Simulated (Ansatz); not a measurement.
**BH2O2 radical: an energy map over angle O1–B2–O3 and angle H5–O3–B2**

How does the energy of BH2O2, SMILES O[B]O, spin multiplicity 2 change over two coordinates at once? A grid of runs gives the map.

Computed with Ansatz 0.2.0. Level: UKS r2SCAN-D4/def2-TZVP.

## (1) Starting geometry

5 atoms, charge 0, spin multiplicity 2.

Atoms are counted from 1 here; the program's logs count them from 0.

Bond lengths: O1–B2 1.359 Å, O1–H4 0.972 Å, B2–O3 1.359 Å, O3–H5 0.972 Å. Angles: B2–O1–H4 111.7°, O1–B2–O3 120.1°, B2–O3–H5 111.8°.

As a file:

```xyz
5
charge 0, multiplicity 2
O    -1.1369   -0.3662   -0.3099
B     0.0789    0.2265   -0.1756
O     0.9835   -0.2659    0.7112
H    -1.6845    0.0846   -0.9748
H     1.8088    0.2475    0.7075
```

This geometry comes from a loose relaxation at PBE in a small basis, which is not shown.

## (3) Plan of the scan

The axes are (1) angle O1–B2–O3: 11 values from 74.8 to 164.8 °; (2) angle H5–O3–B2: 11 values from 68 to 158 °.

Nothing else is relaxed (all other coordinates rigid). Energies count from the relaxed molecule at the same level.

(The set-up runs are not shown.)

## (4) The run at angle O1–B2–O3 = 146.8°, angle H5–O3–B2 = 77°

input.yaml reads:

```yaml
crystal:
  periodic: [false, false, false]
  atoms:
    - { symbol: O, position_ang: [-1.151823, 0.118377, -0.725845] }
    - { symbol: B, position_ang: [0.081463, 0.234261, -0.180981] }
    - { symbol: O, position_ang: [0.979829, -0.258791, 0.70284] }
    - { symbol: H, position_ang: [-1.333702, 0.791021, -1.387807] }
    - { symbol: H, position_ang: [1.443582, 0.488161, 0.314616] }
magnetization:
  spin_polarized: true
  initial_magnetization: 1
basis:
  gaussian: { orbitals: def2-TZVP }
hamiltonian:
  xc: r2scan
  dispersion: d4
output:
  forces: true
```

The run is started by

```bash
ansatz run input.yaml --threads 1 --pin off --max-ram 2560MiB --backend cpu --events-out ev --progress --plain --runs-dir out
```

The session goes on with these runs: the other points that were computed.

Before running it: what results should come out? Wanted: lowest point; highest computed point; dipole moment; largest force on an atom.

As calculated:

```
                       quantity                                                                                                                                    value
                   lowest point                                                                                 angle O1–B2–O3 = 119.8°, angle H5–O3–B2 = 113°, 0 kJ/mol
         highest computed point                                                                angle O1–B2–O3 = 74.8°, angle H5–O3–B2 = 68°, 612 kJ/mol above the lowest
              dipole moment (D)  0.52 at angle O1–B2–O3 = 83.8°, angle H5–O3–B2 = 158° to 2.52 at angle O1–B2–O3 = 92.8°, angle H5–O3–B2 = 68°; 1.63 at the lowest point
largest force on an atom (eV/Å)   0.0 at angle O1–B2–O3 = 119.8°, angle H5–O3–B2 = 113° to 14.7 at angle O1–B2–O3 = 74.8°, angle H5–O3–B2 = 68°; 0.0 at the lowest point
        time for the whole task                                                                                                          11 min on 1 thread, shared host
```

In words: The lowest computed point is at angle O1–B2–O3 = 119.8°, angle H5–O3–B2 = 113°, 0 kJ/mol from the relaxed molecule at the same level. No other kind of well shows on this grid. The highest computed point, angle O1–B2–O3 = 74.8°, angle H5–O3–B2 = 68°, lies 612 kJ/mol above the lowest. Round the minimum the valley is somewhat tilted: raising angle O1–B2–O3 shifts the best value of angle H5–O3–B2 downwards (coupling k₁₂/√(k₁₁k₂₂) about 0.1).
